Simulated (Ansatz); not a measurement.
# Sulfur hexafluoride (SF₆): small, medium and large basis sets

An exercise on one series of results from a longer session: the logs are not shown, and one member is left open.

The runs use Ansatz 0.2.0, Gaussian basis; one geometry, several basis sets.

The runs, in order: PBE0-D4/def2-SVP; ωB97M-V/def2-SVP; PBE0-D4/def2-QZVPP; ωB97M-V/def2-QZVPP; the functionals' def2-TZVPP values are taken from earlier runs.

**The geometry**

All runs share one geometry, relaxed beforehand with PBE0-D4 in a triple-zeta def2 set.

SMILES `FS(F)(F)(F)(F)F`, 7 atoms, charge 0, spin multiplicity 1.

Atoms are counted from 1 here; the program's logs count them from 0.

Bond lengths: F1–S2 1.565 Å, S2–F3 1.565 Å, S2–F4 1.565 Å, S2–F5 1.565 Å, S2–F6 1.565 Å, S2–F7 1.565 Å. Angles: F1–S2–F3 90.0°, F1–S2–F4 90.0°, F1–S2–F5 180.0°, F1–S2–F6 90.0°, F1–S2–F7 90.0°, F3–S2–F4 180.0°, F3–S2–F5 90.0°, F3–S2–F6 90.0°, F3–S2–F7 90.0°, F4–S2–F5 90.0°, F4–S2–F6 90.0°, F4–S2–F7 90.0°, F5–S2–F6 90.0°, F5–S2–F7 90.0°, F6–S2–F7 180.0°.

The first run:

in.yaml reads:

```yaml
crystal:
  periodic: [false, false, false]
  atoms:
    - {symbol: F, position_ang: [-0.566043, -1.308394, 0.646139]}
    - {symbol: S, position_ang: [-0.000000, 0.000004, -0.000000]}
    - {symbol: F, position_ang: [1.164639, 0.012533, 1.045590]}
    - {symbol: F, position_ang: [-1.164597, -0.012545, -1.045637]}
    - {symbol: F, position_ang: [0.565994, 1.308430, -0.646119]}
    - {symbol: F, position_ang: [-0.879255, 0.858880, 0.969041]}
    - {symbol: F, position_ang: [0.879262, -0.858899, -0.969014]}
basis:
  gaussian: {orbitals: def2-SVP}
hamiltonian: {xc: pbe0, dispersion: d4}
output: {orbitals: {seedname: orbitals}}
```

Launch:

```
$ ansatz run in.yaml --threads 4 --pin off --events-out ev --progress --plain --max-ram 10444MiB
```

Among the steps run: PBE0-D4 in def2-SVP; ωB97M-V in def2-SVP; PBE0-D4 in def2-QZVPP; ωB97M-V in def2-QZVPP.

One of the session's tables, all rows but one given; the rest of the session is left out.

| functional | basis | HOMO (eV) |
| --- | --- | --- |
| PBE0-D4 | def2-SVP | -12.32 |
| PBE0-D4 | def2-TZVPP | -12.37 |
| PBE0-D4 | def2-QZVPP | -12.41 |
| ωB97M-V | def2-SVP | -14.82 |
| ωB97M-V | def2-TZVPP | -14.90 |
| ωB97M-V | def2-QZVPP | ? |

Q: Estimate the row for ωB97M-V, def2-QZVPP from the others.

**Answer.** HOMO (eV): -14.95. In the column «HOMO (eV)» it is the lowest.
